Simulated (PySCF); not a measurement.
Compound: F5HP (charge -1).
Bonds: F1–P2, P2–F3, P2–F4, P2–F5, P2–F6. Hydrogens: H7 on P2.

All values: PBE0/pcSseg-1 (PySCF, non-relativistic), on one gas-phase PBE0-D3(BJ)/def2-SVP geometry that isn't relaxed in the solvent. The solvent is an IEF-PCM continuum (cavity from Bondi-type radii × 1.2). Only the electrostatic response of the medium enters.

Gas phase at PBE0/pcSseg-1: HOMO -3.96 eV, LUMO 6.97 eV.

Question: What does the continuum do to the energy and the frontier levels at PBE0/pcSseg-1 in acetone and water?

Answer: 
| solvent | ε | E(solvent) − E(gas) (kJ/mol) | polarisation term (kJ/mol) | distortion of the solute (kJ/mol) | HOMO (eV) | LUMO (eV) |
| --- | --- | --- | --- | --- | --- | --- |
| acetone | 20.49 | -229.91 | -230.93 | 1.02 | -8.53 | 2.68 |
| water | 78.36 | -238.68 | -239.83 | 1.15 | -8.70 | 2.53 |

The polarisation term is half the interaction of the solute with the surface charges that it induces; the rest is the cost of distorting the solute's density. The sum is the electrostatic part of solvation alone. From acetone to water the lowering changes by a factor 1.04, Born's factor 1 − 1/ε by 1.04 and ε itself by 3.8.

Question: Which radius a makes Born's formula ΔE = −(q²/2a)(1 − 1/ε) give the value in water?

Answer: a = q²(1 − 1/ε)/(2|ΔE|) = 2.87 Å, with q = -1 e and |ΔE| = 0.0909 Eh; the farthest nucleus lies 1.65 Å from the centroid of the nuclei. The formula assumes a point charge at the centre of a sphere.

Question: Which Hirshfeld charges (PBE0/pcSseg-1) respond most in acetone (means over atoms taken as equivalent)?

Answer: 
```json
{"atoms": "H7", "environment": "P–H hydrogen", "gas (e)": "-0.085", "solvent (e)": "-0.067", "change": "+0.018"}
{"atoms": "P2", "environment": "phosphorus bonded to 5 F and H", "gas (e)": "+0.383", "solvent (e)": "+0.378", "change": "-0.005"}
{"atoms": "F6", "environment": "phosphorus-bound fluorine", "gas (e)": "-0.249", "solvent (e)": "-0.253", "change": "-0.004"}
{"atoms": "F1/F3/F4/F5", "environment": "phosphorus-bound fluorine", "gas (e)": "-0.262", "solvent (e)": "-0.265", "change": "-0.003"}
```

On Arm Neoverse V2, one thread, no GPU, on a shared host, this took 6.7 s of wall time and 0.55 GiB of memory at its peak. This is the whole shielding run at PBE0/pcSseg-1 in water, SCF included.
